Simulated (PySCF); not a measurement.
Silicon: a sound run and one with changed settings

Sound run: Si [Ne] 3s2 3p2, Si⁺ [Ne] 3s2 3p1. All numbers are calculated (PySCF 2.14, scalar relativity by spin-free X2C-1e, in jorge-DZP-DKH). In the sound run the correlated levels freeze [Ne]. The sound run starts from symmetry-adapted Hartree-Fock orbitals and uses a fine grid where one is needed.

A second run was set up differently.

```
species   method  sound run (hartree)  changed run (hartree)  converged
     Si      MP2           -289.49563             -289.57525        yes
     Si  CCSD(T)           -289.51556             -289.59639        yes
    Si⁺      MP2           -289.20512             -289.28501        yes
    Si⁺  CCSD(T)           -289.22392             -289.30514        yes
```

Ionisation energy of Si:

| method | sound run (eV) | changed run (eV) |
| --- | --- | --- |
| UHF | 7.621 | 7.621 |
| MP2 | 7.905 | 7.898 |
| SCS-MP2 | 7.832 | 7.826 |
| CCSD | 7.925 | 7.916 |
| CCSD(T) | 7.936 | 7.925 |

Q: What was changed?
A. minimal basis
B. a valence shell is frozen
C. basis contracted for another Hamiltonian
D. all electrons correlated in a valence basis

A: D. A valence basis has no tight correlating functions, so it recovers only part of the core correlation, and not evenly between atom and ion.
